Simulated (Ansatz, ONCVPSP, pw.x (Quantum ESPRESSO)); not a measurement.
# pw.x on bcc Mo: one setting changed

Potential: optimised norm-conserving Vanderbilt (ONCV), ONCVPSP 4.0.1.1 (patched build), PBE; core [Ar] 3d10, reference 4s2 4p6 4d5 5s1; waves: 4s+5s: rc 2.00 bohr, ncon 3, nbas 8, qcut 7.1 1/bohr, 2 projectors; 4p: rc 1.55 bohr, ncon 4, nbas 8, qcut 7.8 1/bohr, 3 projectors, debl 0.5 Ha; 4d: rc 2.20 bohr, ncon 4, nbas 9, qcut 5.7 1/bohr, 3 projectors, debl 1.2 Ha; local part: polynomial inside 1.50 bohr (lpopt 5, dvloc0 3 Ha); core correction: Teter function, fcfact 5.25, rcfact 1.65. In the p channel the program set the typed energies aside and used -1.414, 0.250, 0.750 Ha.

The reference run (k-mesh 15³, cutoffs 65/260 Ry, Fermi–Dirac 0.01 Ry, mixing_beta 0.4, conv_thr 1e-9, no spin) gives 1.26 GPa at 15.802 Å³/atom, where all-electron LAPW gives -0.00 GPa. This run, with its own iteration cap, changes conv_thr to 1e-06.

```
&control
  calculation='scf', prefix='x', pseudo_dir='./', outdir='./tmp', tstress=.true., disk_io='none'
/
&system
  ibrav=0, nat=1, ntyp=1, ecutwfc=65, ecutrho=260, nbnd=15,
  occupations='smearing', smearing='fd', degauss=0.01
/
&electrons
  conv_thr=1e-06, mixing_beta=0.4, electron_maxstep=60
/
ATOMIC_SPECIES
Mo 1.0 Mo.UPF
CELL_PARAMETERS angstrom
  -1.58082582 1.58082582 1.58082582
  1.58082582 -1.58082582 1.58082582
  1.58082582 1.58082582 -1.58082582
ATOMIC_POSITIONS crystal
Mo 0.0000 0.0000 0.0000
K_POINTS automatic
15 15 15 0 0 0
```

```bash
pw.x < Mo.scf.in > Mo.scf.out
```

**Question.** How does the run end?

**Answer.** It converges in 6 iterations; the free energy moves by +0.0 meV/atom and the pressure by -0.01 GPa. The result is that of the reference run.

```
Message from routine setup:
     using ibrav=0 with symmetry is DISCOURAGED, use correct ibrav instead
     lattice parameter (alat)  =       5.1742  a.u.
     unit-cell volume          =     106.6372 (a.u.)^3
     number of electrons       =        14.00
     number of Kohn-Sham states=           15
     kinetic-energy cutoff     =      65.0000  Ry
     charge density cutoff     =     260.0000  Ry
     scf convergence threshold =      1.0E-06
     Exchange-correlation= PBE
     number of k points=   120  Fermi-Dirac smearing, width (Ry)=  0.0100
     iteration #  1     ecut=    65.00 Ry     beta= 0.40
     total energy              =    -152.79859768 Ry
     estimated scf accuracy    <       0.12352817 Ry
     iteration #  2     ecut=    65.00 Ry     beta= 0.40
     total energy              =    -152.80447472 Ry
     estimated scf accuracy    <       0.01339201 Ry
     iteration #  3     ecut=    65.00 Ry     beta= 0.40
     total energy              =    -152.80591413 Ry
     estimated scf accuracy    <       0.00101537 Ry
     iteration #  4     ecut=    65.00 Ry     beta= 0.40
     total energy              =    -152.80596724 Ry
     estimated scf accuracy    <       0.00002942 Ry
     iteration #  5     ecut=    65.00 Ry     beta= 0.40
     total energy              =    -152.80597121 Ry
     estimated scf accuracy    <       0.00000181 Ry
     iteration #  6     ecut=    65.00 Ry     beta= 0.40
     the Fermi energy is    21.0688 ev
!    total energy              =    -152.80597150 Ry
     estimated scf accuracy    <       0.00000002 Ry
     smearing contrib. (-TS)   =      -0.00303144 Ry
     The total energy is F=E-TS. E is the sum of the following terms:
     one-electron contribution =     -16.65105867 Ry
     hartree contribution      =      18.05185107 Ry
     xc contribution           =     -34.81781437 Ry
     ewald contribution        =    -119.38591809 Ry
     convergence has been achieved in   6 iterations
          total   stress  (Ry/bohr**3)                   (kbar)     P=       12.45
     Message from routine punch:
     Nothing written, as per user request (disk_io='none')
```

The run took about 33 s on one core of a shared host (Neoverse-N1, 64 threads, 124 GiB, load 58).
